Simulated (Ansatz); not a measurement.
System: hcp Be. Method: r²SCAN (plane waves, PAW; Ansatz, a quantum-chemistry and plane-wave program).

Run with plane-wave cutoff 560 eV, 30×30×16 k mesh (along the axes of the cell as run), Fermi–Dirac smearing 0.05 eV, scalar-relativistic PAW data made under PBE.

Response to compression and expansion:

Shape and atoms are relaxed at each volume.

| V (Å³/atom) | P (GPa) | c (Å) | a (Å) |
|---|---|---|---|
| 7.591 | 5.43 | 3.520 | 2.232 |
| 7.749 | 2.60 | 3.542 | 2.248 |
| 7.907 | 0.00 | 3.564 | 2.264 |
| 8.066 | -2.38 | 3.586 | 2.279 |
| 8.224 | -4.57 | 3.607 | 2.295 |

Note: the bulk modulus comes from volumes at which shape and atoms were relaxed.
